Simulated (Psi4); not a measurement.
# singlet C2H6B−: levels of theory compared

We compute a comparison of 3 runs (HF/STO-3G, B3LYP/6-31G*, HSE06/def2-SVPD) of singlet C2H6B−. 

Program for the calculation: Psi4 1.11.

## 1. The molecule

C2H6B− has 9 atoms, charge -1, and is taken as a singlet. SMILES of the parent species: `[BH]CC`. Geometry: relaxed at PBE0-D4/def2-TZVP. This is one conformer, not always the lowest. That shape belongs to the parent species and isn't relaxed for this state.

Bond lengths: B1–C2 1.537 Å, C2–C3 1.524 Å, B1–H4 1.197 Å, C2–H5 1.103 Å, C2–H6 1.103 Å, C3–H7 1.093 Å, C3–H8 1.092 Å, C3–H9 1.092 Å. Some angles: B1–C2–C3 119.1°, B1–C2–H5 105.7°, B1–C2–H6 105.7°, C3–C2–H5 110.9°, C3–C2–H6 110.9°, C2–B1–H4 127.6°, C2–C3–H7 111.8°, C2–C3–H8 110.9°, C2–C3–H9 110.9°, H5–C2–H6 103.0°.

## 2. Energy and forces at HF/STO-3G (run 1)

Contents of calc.inp:

```
memory 1600 MB

molecule molecule1 {
  -1 1
  B     -1.415300     0.517300    -0.623600
  C      0.077500     0.346900    -0.300600
  C      0.504700    -0.731500     0.688600
  H     -1.915600     1.307200    -1.370300
  H      0.580700     0.211000    -1.273200
  H      0.428600     1.341200     0.024500
  H      1.588300    -0.746200     0.828800
  H      0.197300    -1.721000     0.344100
  H      0.042200    -0.571000     1.664600
  symmetry c1
}

set basis STO-3G
set puream true
set e_convergence 1e-09
set d_convergence 1e-08
set scf_type pk

gradient('hf')
```

Started as:

```bash
$ psi4 -n 1 calc.inp calc.out
```

calc.out:

```text
[...]
  Running in c1 symmetry.
[...]
  Nuclear repulsion =   63.154065235926765
[...]
  Multiplicity = 1
[...]
  Nalpha       = 12
  Nbeta        = 12
[...]
    Number of basis functions: 21
[...]
   @RHF iter   1:  -102.26054573414460   -2.52491e+00   8.85477e-03 ADIIS/DIIS
[...]
   @RHF iter  11:  -102.29349877371112   -3.69482e-13   7.49643e-09 DIIS
[...]
    Orbital Energies [Eh]
    ---------------------
    Doubly Occupied:
       1A    -10.821078     2A    -10.727020     3A     -6.790491
       4A     -0.747300     5A     -0.572547     6A     -0.345709
       7A     -0.338934     8A     -0.257303     9A     -0.221149
      10A     -0.203803    11A     -0.086996    12A      0.252796
[...]
  @RHF Final Energy:  -102.29349877371112
   => Energetics <=
    Nuclear Repulsion Energy =             63.1540652359267654
    One-Electron Energy =                -269.1760585706260258
    Two-Electron Energy =                 103.7284945609881390
    Total Energy =                       -102.2934987737111214
[...]
 Multipole Moments:
 ------------------------------------------------------------------------------------
     Multipole            Electronic (a.u.)      Nuclear  (a.u.)        Total (a.u.)
 ------------------------------------------------------------------------------------
 L = 1.  Multiply by 2.5417464519 to convert [e a0] to [Debye]
 Dipole X            :         -0.9044136            3.0858239            2.1814103
 Dipole Y            :          0.2366591           -0.7633102           -0.5266511
 Dipole Z            :         -0.3121339            1.0258563            0.7137225
 Magnitude           :                                                    2.3548487
[...]
  -Total Gradient:
     Atom            X                  Y                   Z
    ------   -----------------  -----------------  -----------------
       1        0.108917223644     0.050650578800    -0.031409769000
       2       -0.024102463995    -0.072753345050     0.060598896651
       3       -0.006106317558     0.011773284669    -0.010994089441
       4       -0.047836255769    -0.014441419274     0.006999293956
       5       -0.013226373566     0.010470470852    -0.013420761822
       6       -0.013585382660     0.013171798104    -0.010324215484
       7        0.000166382442     0.003740164478    -0.003216180678
       8       -0.001792381170    -0.003750138810    -0.001912213669
       9       -0.002434431367     0.001138606232     0.003679039487
[...]
```

Run time: 1.4 s. Hardware: 1 thread of Intel Xeon 6975P-C (Granite Rapids), shared host; peak memory 0.18 GiB.

## 3. A single-point energy at B3LYP/6-31G(d) (Cartesian functions) (run 2)

Contents of job.py:

```python
import psi4

psi4.set_memory(1600000000)
psi4.set_num_threads(1)
psi4.set_output_file('psi4.out', False)

molecule = psi4.geometry("""
-1 1
B     -1.415300     0.517300    -0.623600
C      0.077500     0.346900    -0.300600
C      0.504700    -0.731500     0.688600
H     -1.915600     1.307200    -1.370300
H      0.580700     0.211000    -1.273200
H      0.428600     1.341200     0.024500
H      1.588300    -0.746200     0.828800
H      0.197300    -1.721000     0.344100
H      0.042200    -0.571000     1.664600
symmetry c1
""")

psi4.set_options({
    'basis': '6-31G*',
    'puream': False,
    'e_convergence': 1e-09,
    'd_convergence': 1e-08,
    'scf_type': 'pk',
    'dft_radial_points': 99,
    'dft_spherical_points': 590,
})

e, wfn = psi4.energy("b3lyp", return_wfn=True)
psi4.oeprop(wfn, "DIPOLE", "WIBERG_LOWDIN_INDICES", "MULLIKEN_CHARGES", title="B3LYP")
print(f'total energy {e:.8f} hartree = {e * 27.211386:.5f} eV')
```

Started as:

```bash
$ python job.py
```

psi4.out:

```text
[...]
  Running in c1 symmetry.
[...]
  Nuclear repulsion =   63.154065235926765
[...]
  Multiplicity = 1
[...]
  Nalpha       = 12
  Nbeta        = 12
[...]
    Number of basis functions: 57
[...]
   @RKS iter   1:  -104.10685987353402   -1.62605e-01   1.44497e-02 ADIIS/DIIS
[...]
   @RKS iter  11:  -104.52139816954526   -3.26850e-12   5.21708e-09 DIIS
[...]
    Orbital Energies [Eh]
    ---------------------
    Doubly Occupied:
       1A     -9.978127     2A     -9.947541     3A     -6.444323
       4A     -0.547235     5A     -0.415251     6A     -0.236177
       7A     -0.229784     8A     -0.189599     9A     -0.148307
      10A     -0.145734    11A     -0.075539    12A      0.152006
[...]
  @RKS Final Energy:  -104.52139816954526
   => Energetics <=
    Nuclear Repulsion Energy =             63.1540652359267654
    One-Electron Energy =                -268.8198771173380237
    Two-Electron Energy =                 115.2064718227683215
    DFT Exchange-Correlation Energy =     -14.0620581109023242
    Empirical Dispersion Energy =           0.0000000000000000
    VV10 Nonlocal Energy =                  0.0000000000000000
    Total Energy =                       -104.5213981695452645
[...]
 Multipole Moments:
 ------------------------------------------------------------------------------------
     Multipole            Electronic (a.u.)      Nuclear  (a.u.)        Total (a.u.)
 ------------------------------------------------------------------------------------
 L = 1.  Multiply by 2.5417464519 to convert [e a0] to [Debye]
 Dipole X            :         -1.0620591            3.0858239            2.0237648
 Dipole Y            :          0.5539069           -0.7633102           -0.2094033
 Dipole Z            :         -0.6069640            1.0258563            0.4188924
 Magnitude           :                                                    2.0772445
[...]
  Mulliken Charges: (a.u.)
   Center  Symbol    Alpha    Beta     Spin     Total
       1     B     2.69823  2.69823  0.00000 -0.39645
       2     C     3.14322  3.14322  0.00000 -0.28643
       3     C     3.16274  3.16274  0.00000 -0.32549
       4     H     0.59612  0.59612  0.00000 -0.19224
       5     H     0.48659  0.48659  0.00000  0.02683
       6     H     0.48656  0.48656  0.00000  0.02687
       7     H     0.49498  0.49498  0.00000  0.01003
       8     H     0.46578  0.46578  0.00000  0.06843
       9     H     0.46578  0.46578  0.00000  0.06845
   Total alpha = 12.00000, Total beta = 12.00000, Total charge = -1.00000
[...]
```

On the terminal:

```text
total energy -104.52139817 hartree = -2844.17211 eV
```

Run time: 9.9 s. Hardware: 1 thread of Intel Xeon 6975P-C (Granite Rapids), shared host; peak memory 1 GiB.

## 4. Energy and forces at HSE06/def2-SVPD (run 3)

Contents of job.py:

```python
import psi4

psi4.set_memory('1600 MB')
psi4.set_num_threads(1)
psi4.set_output_file('run.log', False)

mol = psi4.geometry("""
-1 1
B     -1.415300     0.517300    -0.623600
C      0.077500     0.346900    -0.300600
C      0.504700    -0.731500     0.688600
H     -1.915600     1.307200    -1.370300
H      0.580700     0.211000    -1.273200
H      0.428600     1.341200     0.024500
H      1.588300    -0.746200     0.828800
H      0.197300    -1.721000     0.344100
H      0.042200    -0.571000     1.664600
units angstrom
symmetry c1
""")

psi4.set_options({
    'reference': 'rks',
    'puream': True,
    'e_convergence': 1e-09,
    'd_convergence': 1e-08,
    'scf_type': 'pk',
    'dft_radial_points': 99,
    'dft_spherical_points': 590,
})

e, wfn = psi4.gradient('hse06/def2-SVPD', return_wfn=True)
psi4.oeprop(wfn, 'DIPOLE', 'QUADRUPOLE', 'WIBERG_LOWDIN_INDICES', title='HSE06')
print('gradient / Eh bohr^-1')
print(e.np.round(6))
print(f'energy = {wfn.energy():.10f} Eh')
for k, v in sorted(psi4.core.scalar_variables().items()):
    print(f'{k:45s} {v:18.10f}')
```

Started as:

```bash
$ python job.py
```

run.log:

```text
[...]
  Running in c1 symmetry.
[...]
  Nuclear repulsion =   63.154065235926765
[...]
  Multiplicity = 1
[...]
  Nalpha       = 12
  Nbeta        = 12
[...]
    Number of basis functions: 108
[...]
   @RKS iter   1:  -103.86507445093129   -6.44967e-02   7.93908e-03 DIIS/ADIIS
[...]
   @RKS iter  12:  -104.35949228736430   -2.96154e-11   3.40942e-09 DIIS
[...]
    Orbital Energies [Eh]
    ---------------------
    Doubly Occupied:
       1A    -10.038823     2A    -10.024465     3A     -6.556148
       4A     -0.581621     5A     -0.447373     6A     -0.265265
       7A     -0.264544     8A     -0.230854     9A     -0.183946
      10A     -0.172506    11A     -0.124974    12A      0.081521
[...]
  @RKS Final Energy:  -104.35949228736430
   => Energetics <=
    Nuclear Repulsion Energy =             63.1540652359267654
    One-Electron Energy =                -267.7571949456495872
    Two-Electron Energy =                 113.5951405378365706
    DFT Exchange-Correlation Energy =     -13.3515031154780566
    Empirical Dispersion Energy =           0.0000000000000000
    VV10 Nonlocal Energy =                  0.0000000000000000
    Total Energy =                       -104.3594922873643043
[...]
  -Total Gradient:
     Atom            X                  Y                   Z
    ------   -----------------  -----------------  -----------------
       1        0.027016412501     0.024149988114    -0.017881328857
       2        0.000177110723    -0.006447945097     0.005667665069
       3       -0.000460396246    -0.003866074572     0.003298471931
       4       -0.011502727369    -0.013929399549     0.010791377618
       5       -0.006811172939     0.003943830140     0.007070557521
       6       -0.005319808228    -0.007170819597    -0.005693778343
       7       -0.011248069025     0.000086258366    -0.001383238801
       8        0.003685103006     0.004517354922     0.002398678682
       9        0.004479077181    -0.001277138360    -0.004271847016
[...]
 Multipole Moments:
 ------------------------------------------------------------------------------------
     Multipole            Electronic (a.u.)      Nuclear  (a.u.)        Total (a.u.)
 ------------------------------------------------------------------------------------
 L = 1.  Multiply by 2.5417464519 to convert [e a0] to [Debye]
 Dipole X            :         -0.5842710            3.0858239            2.5015529
 Dipole Y            :          0.9146270           -0.7633102            0.1513168
 Dipole Z            :         -0.8653177            1.0258563            0.1605386
 Magnitude           :                                                    2.5112619
 L = 2.  Multiply by 1.3450342976 to convert [e a0^2] to [Debye ang]
 Quadrupole XX       :        -98.8945813           64.7843427          -34.1102386
 Quadrupole XY       :         32.6819967          -32.4507366            0.2312601
[...]
```

The script printed:

```text
gradient / Eh bohr^-1
[[ 2.7016e-02  2.4150e-02 -1.7881e-02]
 [ 1.7700e-04 -6.4480e-03  5.6680e-03]
 [-4.6000e-04 -3.8660e-03  3.2980e-03]
 [-1.1503e-02 -1.3929e-02  1.0791e-02]
 [-6.8110e-03  3.9440e-03  7.0710e-03]
 [-5.3200e-03 -7.1710e-03 -5.6940e-03]
 [-1.1248e-02  8.6000e-05 -1.3830e-03]
 [ 3.6850e-03  4.5170e-03  2.3990e-03]
 [ 4.4790e-03 -1.2770e-03 -4.2720e-03]]
energy = -104.3594922874 Eh
CURRENT ENERGY                                   -104.3594922874
CURRENT REFERENCE ENERGY                         -104.3594922874
DD SOLVATION ENERGY                                 0.0000000000
DFT FUNCTIONAL TOTAL ENERGY                      -104.3594922874
DFT TOTAL ENERGY                                 -104.3594922874
DFT VV10 ENERGY                                     0.0000000000
DFT XC ENERGY                                     -13.3515031155
GRID ELECTRONS ALPHA                               11.9999996668
GRID ELECTRONS BETA                                11.9999996668
GRID ELECTRONS TOTAL                               23.9999993337
NUCLEAR REPULSION ENERGY                           63.1540652359
ONE-ELECTRON ENERGY                              -267.7571949456
PCM POLARIZATION ENERGY                             0.0000000000
PE ENERGY                                           0.0000000000
SCF ITERATION ENERGY                             -104.3594922874
SCF ITERATIONS                                     12.0000000000
SCF TOTAL ENERGY                                 -104.3594922874
TWO-ELECTRON ENERGY                               113.5951405378
XC GRID RADIAL POINTS                              99.0000000000
XC GRID SPHERICAL POINTS                          590.0000000000
XC GRID TOTAL POINTS                           501122.0000000000
```

Run time: 50 s. Hardware: 1 thread of Intel Xeon 6975P-C (Granite Rapids), shared host; peak memory 0.72 GiB.

## 5. All runs side by side

| run | level | task | Cartesian functions | energy (Eh) | HOMO energy (eV) | LUMO energy (eV) | HOMO–LUMO gap (eV) | wall time |
| --- | --- | --- | --- | --- | --- | --- | --- | --- |
| 1 | HF/STO-3G | gradient | no | -102.293499 | 6.88 | 18.81 | 11.93 | 1.4 s |
| 2 | B3LYP/6-31G* (Cartesian functions) | energy | yes | -104.521398 | 4.14 | 6.26 | 2.12 | 9.9 s |
| 3 | HSE06/def2-SVPD | gradient | no | -104.359492 | 2.22 | 4.05 | 1.83 | 50 s |

## 6. Summary of results

| quantity | value |
| --- | --- |
| run 3: total energy | -104.35949 Eh |
| run 3: HOMO energy | 2.22 eV |
| run 3: LUMO energy | 4.05 eV |
| run 3: HOMO–LUMO gap (to an unbound level, set by the basis) | 1.83 eV |
| run 3: largest force on an atom | 2.078 eV/Å |

In words: The HOMO–LUMO gap runs from 1.83 eV (HSE06/def2-SVPD) to 11.93 eV (HF/STO-3G). The two ends differ in method and basis. The empty levels of an anion lie above zero and hang on the basis. Totals of different functionals can't be ranked against each other. In runs 1, 2, 3 the HOMO lies above zero, so the outermost electron may be held by the basis alone. In run 1 the basis is minimal, so the values are rough. All runs together took 61 s, the longest 50 s.
